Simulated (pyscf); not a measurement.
HO–GaH₂ + hydrogen (H₂) → gallane (GaH₃) + water (H₂O) (four-centre exchange; singlet surface; Ga–O, H–H broken, Ga–H, H–O formed). PySCF, gas phase, ωB97X-D3(BJ)/def2-SVP geometries. Energies in kcal/mol from the separated reactants.

```json
[
 {"level": "ωB97X-D3(BJ)/def2-TZVP", "barrier": "22.1", "reaction energy": "+13.5"},
 {"level": "PBE/def2-TZVP", "barrier": "18.1", "reaction energy": "+13.7"},
 {"level": "B3LYP-D3(BJ)/def2-TZVP", "barrier": "22.2", "reaction energy": "+13.7"},
 {"level": "M06-2X/def2-TZVP", "barrier": "22.8", "reaction energy": "+17.1"},
 {"level": "ωB97M-D3(BJ)/def2-TZVP", "barrier": "22.1", "reaction energy": "+12.2"},
 {"level": "HF/def2-TZVP", "barrier": "33.0", "reaction energy": "+9.8"}
]
```

The functionals in the table span 4.7 kcal/mol in this barrier, from PBE to M06-2X. On the product side the descent ends in an adduct with a Ga–O contact, 15.9 kcal/mol under the separated species and 24.4 kcal/mol under the saddle at ωB97X-D3(BJ)/def2-TZVP. What is counted as broken (Ga–O) persists as a longer contact in the product adduct; parting that adduct is a step of its own. At the saddle there is also a short Ga–H contact that neither side keeps. One saddle was located; it need not be the lowest between these sides. Elements up to Kr have no core potential and no relativistic terms here.
